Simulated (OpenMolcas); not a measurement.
## A ladder of methods for P2H4 (SMILES PP)

P2H4: 6 atoms, total charge 0, spin state singlet. SMILES: `PP`. The coordinates come from a PBE0-D4/def2-TZVP relaxation. This is one conformer, not always the lowest.

```xyz
6

P     0.3651   -1.0488   -0.0823
P    -0.3652    1.0491    0.0781
H    -0.4970   -1.5216    0.9450
H    -0.5721   -1.3929   -1.0949
H     0.5028    1.5246   -0.9429
H     0.5664    1.3896    1.0970
```

Quantity: the energy change with the P1–H3 bond stretched from 1.422 to 2.488 Å, in eV. The values are calculated.

```csv
level,kind,program,value (eV),less FCI/STO-3G,CPU time (all runs)
HF/STO-3G (restricted),Hartree–Fock,OpenMolcas,6.11,+2.53,3.4 s
PBE/STO-3G (restricted),GGA,OpenMolcas,4.11,+0.53,10 s
B3LYP/STO-3G (restricted),global hybrid,OpenMolcas,4.47,+0.89,10 s
B2PLYP/STO-3G (restricted),double hybrid,OpenMolcas,4.57,+0.99,8.6 s
"MRCI(2,2)/STO-3G",multireference,OpenMolcas,3.59,+0.01,3.9 s
"SC-NEVPT2(2,2)/STO-3G",multireference,OpenMolcas,3.57,-0.01,4 s
ACPF/STO-3G (restricted),coupled cluster or CI,OpenMolcas,2.68,-0.90,3.8 s
FCI/STO-3G,exact in the basis,OpenMolcas,3.58,0.00,2.1 min
```

FCI/STO-3G is exact within its basis and frozen core, so for wave-function methods in that basis the difference is their error; functionals converge differently with the basis, so for them it is only a difference. Spin-restricted single references rise too steeply as a bond breaks, Hartree–Fock most of all. Perturbation and coupled-cluster corrections on them can overshoot downwards. The first shape isn't each level's own minimum. The values span 2.68 to 6.11 eV. All rows use very small basis sets, so even the best lies far from the true value. Times are those of the runs behind each value, whatever else they computed, on shared processors of several kinds: orders of magnitude only.
